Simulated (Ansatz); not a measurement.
One change: `[SiH3]Cl` becomes `B[SiH2]Cl`.

Ansatz, PBE0-D4/def2-TZVP geometries, multiplicity 1. 

| property | `[SiH3]Cl` |
| --- | --- |
| HOMO–LUMO gap (B3LYP/def2-TZVPP) / eV | 8.47 |
| LUMO energy (PBE0/def2-TZVPP) / eV | -0.09 |
| HOMO energy (ωB97M-V/def2-TZVPP) / eV | -11.27 |
| LUMO energy (PBE/def2-TZVPP) / eV | -0.98 |
| HOMO–LUMO gap (PBE0/def2-TZVPP) / eV | 8.94 |
| size of the dipole moment (B3LYP/def2-TZVPP) / D | 1.25 |

(1) Give the same properties after the change, and the shifts. (An estimate is asked.)

Results:

(1) Ansatz gave: 
```csv
property,`B[SiH2]Cl`,shift
HOMO–LUMO gap (B3LYP/def2-TZVPP) / eV,5.13,-3.34
LUMO energy (PBE0/def2-TZVPP) / eV,-2.76,-2.67
HOMO energy (ωB97M-V/def2-TZVPP) / eV,-10.47,0.80
LUMO energy (PBE/def2-TZVPP) / eV,-3.77,-2.79
HOMO–LUMO gap (PBE0/def2-TZVPP) / eV,5.55,-3.39
size of the dipole moment (B3LYP/def2-TZVPP) / D,1.54,0.29
```

With PBE0 the HOMO rises by 0.72 eV and the LUMO falls by 2.67 eV, so the gap narrows by about 3.39 eV. PBE moves the HOMO by 0.61 eV and ωB97M-V by 0.80 eV. The zero-point energy changes by 31.2 kJ/mol with +6 modes. Dipoles are sizes alone; their direction can turn.

B3LYP here is the variant with VWN-RPA as its local correlation; programs differ in this.
